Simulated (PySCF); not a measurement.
C4H8O.
SMILES with atom numbers: `[CH3:1][CH2:2][CH2:3][CH:4]=[O:5]` (hydrogens: H6, H7, H8 on C1; H9, H10 on C2; H11, H12 on C3; H13 on C4)

Structure optimised with GFN2-xTB, isolated species.

**Question.** Give the optimised bond lengths and angles.

**Answer.** 
| bond | length (pm) | order |
| --- | --- | --- |
| C1–C2 | 152.2 | single |
| C2–C3 | 152.6 | single |
| C3–C4 | 149.9 | single |
| C4=O5 | 119.8 | double |
| C1–H6, C1–H7, C1–H8 | 108.8 | single |
| C2–H9, C2–H10 | 109.1 | single |
| C3–H11, C3–H12 | 109.4 | single |
| C4–H13 | 111.0 | single |

Bonds in one row agree within 1 pm and their mean is given. Orders are formal, as drawn. A selection of angles:
| angle | degrees |
| --- | --- |
| C2–C1–H6 | 110.4 |
| C2–C1–H7 | 110.7 |
| H6–C1–H7 | 108.3 |
| C1–C2–C3 | 111.8 |
| C1–C2–H9 | 110.0 |
| C3–C2–H9 | 108.8 |
| H9–C2–H10 | 107.4 |
| C2–C3–C4 | 112.8 |
| C2–C3–H11 | 110.8 |
| C4–C3–H11 | 107.7 |
| H11–C3–H12 | 106.7 |
| C3–C4–O5 | 125.9 |
| C3–C4–H13 | 113.2 |
| O5–C4–H13 | 120.9 |

Torsions: C1–C2–C3–C4 180° (antiperiplanar); C2–C3–C4–O5 0° (synperiplanar).

The 3 C–C bonds span 1.499 Å (C3–C4, drawn single) to 1.526 Å (C2–C3, drawn single), a spread of 0.027 Å. Of the pairs four or more bonds apart, O5···H10 is among the closest relative to their van der Waals radii: 2.76 Å, 102 % of the sum of Bondi's values. The 5 heavy atoms lie in one plane (0.000 Å rms).

Point group: Cs (tolerance 0.08 Å). No GFN2-xTB frequencies stand behind this structure, so it isn't proved a minimum. The numbers are those of one conformer.

All values are computed, not measured.
